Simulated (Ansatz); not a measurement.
# PH3F+ (SMILES F[PH3+]) at 6 levels

Wanted: a comparison of 6 runs (HSE06/STO-3G, UPBE/STO-3G, wB97M-V/STO-3G, CCSDTQ/STO-3G, UCCSD(T)/STO-3G, FCI/STO-3G) of PH3F+. 

Program for the calculation: Ansatz 0.2.0.

3 further runs of the same task are left out: 1 that didn't finish, 2 set aside as unsound or not needed.

**1. Starting point**

PH3F+ has 5 atoms, charge +1, and is taken as a singlet. SMILES: `F[PH3+]`. The H5–P2 distance was set to 3.457 Å, away from the relaxed value. At this shape a bond of the SMILES string is far longer than usual.

Bond lengths: F1–P2 1.558 Å, P2–H3 1.382 Å, P2–H4 1.383 Å. Angles: F1–P2–H3 102.8°, F1–P2–H4 102.8°, H3–P2–H4 115.3°.

**2. The energy at HSE06/STO-3G (run 1)**

Input file in.yaml:

```yaml
crystal:
  periodic: [false, false, false]
  atoms:
    - {symbol: F, position_ang: [-2.259473, -1.596469, 0.038841]}
    - {symbol: P, position_ang: [-0.771393, -1.869249, -0.332939]}
    - {symbol: H, position_ang: [-0.855803, -2.275489, -1.651629]}
    - {symbol: H, position_ang: [-0.407853, -2.855159, 0.565871]}
    - {symbol: H, position_ang: [0.718590, 1.208890, 0.170830]}
basis:
  gaussian:
    orbitals: STO-3G
total_charge: 1
hamiltonian:
  xc: {name: HSE06}
accuracy: high
```

On the command line:

```sh
ansatz run in.yaml --threads 1 --pin off --max-ram 2610MiB --events-out events.jsonl --progress --plain --runs-dir runs
```

Standard output:

```text
Warning: RAYON_NUM_THREADS=1 ignored (pool sized by the plan → 1); use --threads N
Functional definition: HSE06
  name "HSE06"
  parameter a = 0.25
  parameter omega = 0.11/bohr
  exchange = pbe_x - a*pbe_x_sr(omega) + a*exact_x_sr(omega)
  correlation = pbe_c
285 factors; integrals over basis functions are off by at most 3.3e-8 eV
52 factors; integrals over basis functions are off by at most 1.4e-9 eV
mean field evaluation 1: about -11883.3166 eV, gradient 2.5e1 eV
mean field evaluation 2: about -11834.4035 eV, gradient 1.0e2 eV
mean field evaluation 4: about -11885.8276 eV, gradient 9.0e0 eV
mean field evaluation 8: about -11871.3144 eV, gradient 3.0e1 eV
mean field evaluation 16: about -11890.3122 eV, gradient 1.3e-5 eV
mean field -11890.31216872 eV, -436.9609126576 hartree, gradient 1.6e-8 eV, S^2 0.000000; 0 other end points of the search recorded, 0 dependent functions left out
reference -11890.31217067 eV, -436.9609127292 hartree; 13, 13 occupied and 4, 4 virtual orbitals, 285 factors
Total energy: -11890.31217067 eV, -436.9609127292 hartree
```

Run time: 0.74 s. Hardware: 1 thread of Intel Xeon Platinum 8559C (Emerald Rapids), shared host; peak memory 0.11 GiB.

**3. The energy at UPBE/STO-3G (run 2)**

Input file run.yaml:

```yaml
crystal:
  periodic: [false, false, false]
  atoms:
    - {symbol: F, position_ang: [-2.259473, -1.596469, 0.038841]}
    - {symbol: P, position_ang: [-0.771393, -1.869249, -0.332939]}
    - {symbol: H, position_ang: [-0.855803, -2.275489, -1.651629]}
    - {symbol: H, position_ang: [-0.407853, -2.855159, 0.565871]}
    - {symbol: H, position_ang: [0.718590, 1.208890, 0.170830]}
basis:
  gaussian:
    orbitals: STO-3G
total_charge: 1
magnetization:
  spin_polarized: true
  initial_magnetization: 0
hamiltonian:
  xc: {name: PBE}
accuracy: high
```

On the command line:

```sh
ansatz run run.yaml --threads 1 --pin off --max-ram 2610MiB --events-out events.jsonl --progress --plain --runs-dir runs
```

Standard output:

```text
Warning: RAYON_NUM_THREADS=1 ignored (pool sized by the plan → 1); use --threads N
Functional definition: PBE
  name "PBE"
  parameter kappa = 0.804
  parameter beta = 0.06672455060314922
  exchange = pbe_x(kappa = kappa, mu = beta*pi^2/3)
  correlation = pbe_c(beta = beta)
285 factors; integrals over basis functions are off by at most 3.3e-8 eV
mean field evaluation 1: about -11881.4371 eV, gradient 1.8e1 eV
mean field evaluation 2: about -11813.3836 eV, gradient 9.5e1 eV
mean field evaluation 4: about -11888.9685 eV, gradient 6.9e0 eV
mean field evaluation 8: about -11888.9684 eV, gradient 6.9e0 eV
mean field evaluation 16: about -11889.6167 eV, gradient 2.8e-8 eV
mean field evaluation 32: about -11889.6437 eV, gradient 7.8e0 eV
mean field -11890.68520668 eV, -436.9746215496 hartree, gradient 1.6e-8 eV, S^2 0.830966; 3 other end points of the search recorded, 0 dependent functions left out
reference -11890.68520874 eV, -436.9746216253 hartree; 13, 13 occupied and 4, 4 virtual orbitals, 285 factors
Total energy: -11890.68520874 eV, -436.9746216253 hartree
```

It took 1.7 s on 1 thread of Intel Xeon Platinum 8559C (Emerald Rapids), shared host; peak memory 0.14 GiB.

Runs 3 to 5 aren't shown in full; the table further down has their settings and results.

**4. A single-point energy at FCI/STO-3G (run 6)**

Input file run.yaml:

```yaml
crystal:
  periodic: [false, false, false]
  atoms:
    - symbol: F
      position_ang: [-2.259473, -1.596469, 0.038841]
    - symbol: P
      position_ang: [-0.771393, -1.869249, -0.332939]
    - symbol: H
      position_ang: [-0.855803, -2.275489, -1.651629]
    - symbol: H
      position_ang: [-0.407853, -2.855159, 0.565871]
    - symbol: H
      position_ang: [0.718590, 1.208890, 0.170830]
basis:
  gaussian:
    orbitals: STO-3G
total_charge: 1
correlation:
  method: fci
  frozen_orbitals: {F: 1, H: 0, P: 5}
accuracy: high
```

On the command line:

```sh
ansatz run run.yaml --threads 1 --pin off --max-ram 2610MiB --events-out events.jsonl --progress --plain --runs-dir runs
```

Standard output, cut to the lines that bear on the results:

```text
Warning: RAYON_NUM_THREADS=1 ignored (pool sized by the plan → 1); use --threads N
Functional definition: HF
  name "HF"
[...]
285 factors; integrals over basis functions are off by at most 3.3e-8 eV
[...]
mean field -11867.94911907 eV, -436.1390857409 hartree, gradient 1.1e-8 eV, S^2 0.000000; 0 other end points of the search recorded, 0 dependent functions left out; unrestricted orbitals would lower it
unrestricted determinant -11872.23892451 eV, -436.2967331832 hartree, S^2 1.0010
6 core orbitals not correlated: weight in the atoms' cores, before any rotation towards them, 1.000 or more for the frozen orbitals, at most 0.000 for the correlated occupied ones
reference -11867.94911907 eV, -436.1390857409 hartree; 7, 7 occupied and 4, 4 virtual orbitals, 285 factors
state -11874.55801904 eV, -436.3819583352 hartree
Total energy: -11874.55801904 eV, -436.3819583352 hartree
```

Wall time 0.44 s (1 thread of Intel Xeon Platinum 8559C (Emerald Rapids), shared host).

**5. The series**

```
run            level  frozen core orbitals  energy (Eh)  wall time
  1     HSE06/STO-3G                     –  -436.960913     0.74 s
  2      UPBE/STO-3G                     –  -436.974622      1.7 s
  3   wB97M-V/STO-3G                     –  -437.181252      6.3 s
  4    CCSDTQ/STO-3G                     6  -436.382020      2.4 s
  5  UCCSD(T)/STO-3G                     6  -436.380311      1.3 s
  6       FCI/STO-3G                     6  -436.381958     0.44 s
```

**6. What came out**

| quantity | value |
| --- | --- |
| run 6: total energy | -436.38196 Eh |
| run 6: correlation energy (6 core orbitals frozen) | -242.9 mEh |

In words: Against full CI in this basis: CCSDTQ -0.1 mEh; UCCSD(T) +1.6 mEh. Totals of different functionals can't be ranked against each other. In run 4 the log says that unrestricted orbitals would lower the reference, so the values rest on an unstable closed-shell determinant (other closed-shell runs at this shape may share the fault). In runs 1, 2, 3, 4, 5, 6 the basis is minimal, so the values are rough. Spin contamination of the reference: run 5 ⟨S²⟩ = 1.00, run 2 ⟨S²⟩ = 0.83. Where it is this large, the reference is a mixture of spin states, and values that rest on it are in doubt. All runs together took 13 s, the longest 6.3 s.
